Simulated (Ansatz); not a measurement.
Two structures of CH5OSi, doublet, reached by relaxing down either side of one saddle point (PBE0-D4/def2-TZVP). Energies are electronic, without zero-point energy. Computed with Ansatz 0.2.0 (basis: def2-TZVPP and def2-QZVPP); correlated methods freeze the cores; orbitals are unrestricted. Extrapolation: Hartree–Fock as exp(−7.88 √X), correlation as X^−2.97. First:

```
8
angstrom
O 1.1723 -0.5683 0.7669
C 0.4583 -0.6821 1.7208
Si -0.2013 0.8600 -1.5523
H 0.8069 -1.1652 2.6540
H -0.5851 -0.3104 1.7175
H -0.8296 1.7176 -2.5976
H -1.2285 0.4927 -0.5394
H 0.4070 -0.3443 -2.1699
```

Second:

O1  (0.700, -0.413, 0.148)
C2  (0.383, -0.251, 1.451)
Si3  (-0.192, 0.221, -1.097)
H4  (1.101, -0.648, 2.155)
H5  (-0.656, -0.095, 1.725)
H6  (-0.062, 1.700, -1.131)
H7  (-1.626, -0.134, -0.917)
H8  (0.353, -0.382, -2.332)
(Å)

Question: Which bonds change from the first to the second?

Answer: CH₂O ([CH2][O]) + SiH₃ → CH₅OSi ([CH2][O][SiH3]); bonds formed: O1–Si3.

Question: Give the saddle point's structure and its height above each. (To be estimated.)

Answer: The calculation gives: 0.286 eV above the first and 1.858 eV above the second (CCSD(T) at an estimated basis limit (MP2 extrapolated from triple and quadruple zeta, plus CCSD(T) − MP2 in triple zeta)).
O1  (0.821, -0.507, 0.431)
C2  (0.388, -0.596, 1.568)
Si3  (-0.138, 0.627, -1.273)
H4  (1.071, -0.593, 2.430)
H5  (-0.693, -0.643, 1.768)
H6  (-0.332, 1.871, -2.094)
H7  (-1.456, 0.297, -0.664)
H8  (0.339, -0.456, -2.166)
(Å)

T1 diagnostic: at most 0.027. ⟨S²⟩ of the unrestricted Hartree–Fock references: 0.75 to 0.83 (a pure state has 0.75). The unrestricted reference is spin-contaminated, which hurts MP2 most.

Radical steps of this kind take place in plasma deposition and etching.

Labels in which every atom is bracketed show which atoms are joined, not bond orders.

For scale, one of the runs: CCSD(T)/def2-TZVPP, 174 basis functions, launched by `ansatz run in.yaml --threads 4 --pin off --events-out ev --progress --plain --max-ram 9574MiB`. Hardware: 4 CPU threads of an Arm Neoverse V1, shared host. Wall time 57 s; peak host memory 3.8 GiB.
